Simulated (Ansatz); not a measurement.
# AlCN (triplet): from Hartree-Fock to the top rungs, cc-pVDZ

Aim: climb from Hartree-Fock through coupled cluster for AlCN (triplet) at one geometry and basis, and see what each rung misses.

Program: Ansatz 0.2.0, Gaussian basis. Level of theory: cc-pVDZ, core rule «outside noble gas», up to 7 orbitals frozen. These are calculated values, not measurements.

Plan: UHF; CCSD(T) on ROHF; CCSD(T) on UHF; BCCD(T) on ROHF; CISD; CCSDT(Q) on ROHF; CCSDT(Q) on UHF.

22 further runs of the same task are left out: 4 for a known fault of the program, 7 that didn't finish, 11 set aside as unsound or not needed.

## 1. The system

The geometry is a PBE0/def2-TZVP stationary point (not a proven minimum) of the parent state, kept for this charge and spin.

3 atoms, charge 0, spin multiplicity 3.

Atoms are counted from 1 here; the program's logs count them from 0.

Bond lengths: Al1–C2 2.025 Å, C2–N3 1.157 Å. Angles: Al1–C2–N3 180.0°.

Coordinates:

```
Al    0.00000    0.00000    1.73590
C     0.00000    0.00000   -0.28940
N     0.00000    0.00000   -1.44650
```

## 2. UHF

The input, in.yaml:

```yaml
crystal:
  periodic: [false, false, false]
  atoms:
    - {symbol: Al, position_ang: [0.000000, 0.000000, 1.735900]}
    - {symbol: C, position_ang: [0.000000, 0.000000, -0.289400]}
    - {symbol: N, position_ang: [0.000000, 0.000000, -1.446500]}
basis:
  gaussian: {orbitals: cc-pVDZ}
magnetization: {spin_polarized: true, initial_magnetization: 2}
hamiltonian: {xc: hf}
output: {orbitals: {seedname: orbitals}}
```

The run is started by

```
$ ansatz run in.yaml --threads 1 --pin off --events-out ev --progress --plain --max-ram 2393MiB
```

The runs that follow: CCSD(T) on ROHF; CCSD(T) on UHF; BCCD(T) on ROHF; CISD; CCSDT(Q) on ROHF; CCSDT(Q) on UHF.

Q: Predict the results of all the runs planned. Wanted: RCCSDT(Q) below the RHF energy; RMP2 from RCCSDT(Q); UMP2 from RCCSDT(Q); RCCSD from RCCSDT(Q); RCCSD(T) from RCCSDT(Q); UCCSD(T) from RCCSDT(Q); UCCSDT(Q) from RCCSDT(Q); T1 diagnostic.

The runs gave:

| quantity | value |
| --- | --- |
| RCCSDT(Q) below the RHF energy | -8.8299 eV |
| RMP2 from RCCSDT(Q) | +70.8 kJ/mol |
| UMP2 from RCCSDT(Q) | +72.2 kJ/mol |
| RCCSD from RCCSDT(Q) | +43.3 kJ/mol |
| RCCSD(T) from RCCSDT(Q) | +5.9 kJ/mol |
| UCCSD(T) from RCCSDT(Q) | +5.9 kJ/mol |
| UCCSDT(Q) from RCCSDT(Q) | -0.2 kJ/mol |
| levels within 1 kcal/mol (43 meV) | UCCSDT(Q) |
| T1 diagnostic | 0.023 |

RCCSD(T) misses by +5.9 kJ/mol, 0.7 % of the correlation energy. These misses are within one basis, not against nature; the frozen cores of restricted and unrestricted runs differ, which can shift their rows.
